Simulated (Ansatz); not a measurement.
# bcc Mo

Calculation: r²SCAN (plane waves, PAW; Ansatz, a first-principles code).

Run with plane-wave cutoff 600 eV, 28×28×28 k mesh, Fermi–Dirac smearing 0.089 eV (set by the program), no spin polarisation, scalar-relativistic PAW data made under PBE.

Cell: measured lattice: a = 3.1471 Å, b = 3.1471 Å, c = 3.1471 Å, α = 90.00°, β = 90.00°, γ = 90.00°.

For bcc Mo, the elastic constant C11 is 494 GPa, the elastic constant C12 comes out as 167 GPa and the elastic constant C44 comes out as 106 GPa. The voigt–Reuss–Hill bulk modulus comes out as 276 GPa and the polycrystal shear modulus (Hill average) is 126 GPa. The Young modulus comes out as 328 GPa and the Poisson ratio is 0.302.

Measured, for comparison: elastic constant C11 478 GPa, elastic constant C12 160 GPa, elastic constant C44 112 GPa (0 K, 300 K values taken to 0 K by the source's computed thermal shift; zero-point effects included; as tabulated in Gong and Corso (2024), arXiv:2406.16634). Computed (rounded) less measured: elastic constant C11 +3 %, elastic constant C12 +4 %, elastic constant C44 -5 %.

Note: shear constants of such metals converge slowly with the k mesh; the cell isn't this level's own, so it is under some stress, which shifts stiffness and frequencies.

Elastic constants are with the ions relaxed.

The computed numbers hold no vibrational or temperature effects.

It cost about 5 core-minutes (a rough figure) of CPU time.
